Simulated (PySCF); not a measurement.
Species: C5H10S.
Geometry (PBE0-D3(BJ)/def2-SVP, Å), atoms numbered from 1 in this order:
```
atom  x, y, z in Å
S1     2.2636    0.7494   -0.4583
C2     1.0990   -0.4406    0.3043
C3     0.1278    0.2078    1.2906
C4    -1.0012    0.7653    0.4095
C5    -0.9822   -0.0834   -0.8859
C6     0.1561   -1.0992   -0.7025
H7     1.3337    1.5628   -1.0035
H8     1.7710   -1.1650    0.7889
H9    -0.2658   -0.5805    1.9547
H10    0.6082    0.9657    1.9252
H11   -1.9723    0.7230    0.9241
H12   -0.8227    1.8275    0.1809
H13   -1.9433   -0.5841   -1.0730
H14   -0.7929    0.5525   -1.7646
H15    0.6586   -1.3742   -1.6405
H16   -0.2354   -2.0268   -0.2510
```

Method: TDDFT CAM-B3LYP/def2-SVPD, vertical, gas phase, core orbitals frozen in the response in PySCF.

Ground-to-excited transition dipoles (e·a0, same axes as the geometry; the sign carries no meaning), for the states with f of 0.002 or more among the lowest 7:

```json
{"state": "S1", "E (eV)": "5.575", "μx": "-0.003", "μy": "0.127", "μz": "0.194"}
{"state": "S2", "E (eV)": "6.136", "μx": "0.005", "μy": "-0.230", "μz": "-0.351"}
{"state": "S3", "E (eV)": "6.791", "μx": "-0.003", "μy": "0.154", "μz": "0.234"}
{"state": "S4", "E (eV)": "7.424", "μx": "0.003", "μy": "-0.146", "μz": "-0.223"}
{"state": "S5", "E (eV)": "7.618", "μx": "-0.322", "μy": "-0.183", "μz": "0.116"}
{"state": "S6", "E (eV)": "7.804", "μx": "-0.007", "μy": "0.334", "μz": "0.510"}
{"state": "S7", "E (eV)": "8.118", "μx": "-0.127", "μy": "-0.089", "μz": "0.056"}
```

**Question.** What oscillator strength does each state have?

**Answer.** f = (2/3) ΔE |μ|² with ΔE in hartree (27.2114 eV).

| state | \|μ\|² (au) | \|μ\| (D) | f |
| --- | --- | --- | --- |
| S1 | 0.054 | 0.59 | 0.007 |
| S2 | 0.176 | 1.07 | 0.027 |
| S3 | 0.079 | 0.71 | 0.013 |
| S4 | 0.071 | 0.68 | 0.013 |
| S5 | 0.151 | 0.99 | 0.028 |
| S6 | 0.372 | 1.55 | 0.071 |
| S7 | 0.027 | 0.42 | 0.005 |

**Question.** What is the point group, and which symmetry does each of these states have?

**Answer.** Cs. From a totally symmetric ground state, an allowed state transforms like the component of the dipole operator along its μ. Polarised normal to the mirror plane, so A″: S1, S2, S3, S4 and S6. Polarised in the mirror plane, so A′: S5 and S7.

**Question.** Which bond between heavy atoms lies closest to the direction of the S6 transition dipole?

**Answer.** C4–C5, at 0° from it; next C2–C6 and C2–C3 at 39°.

**Question.** What angle do the transition dipoles of S2 and S4 make?

**Answer.** |cos θ| = |μa·μb| / (|μa| |μb|) = 1.00, so θ ≈ 0° (taken between 0 and 90°, since the signs are arbitrary).

All these states lie below the vertical ionisation energy of 9.01 eV (ΔSCF).

One conformer stands for the species.

Without π bonds the low states may be Rydberg-like; a valence basis with one diffuse set may place them up to an eV too high.
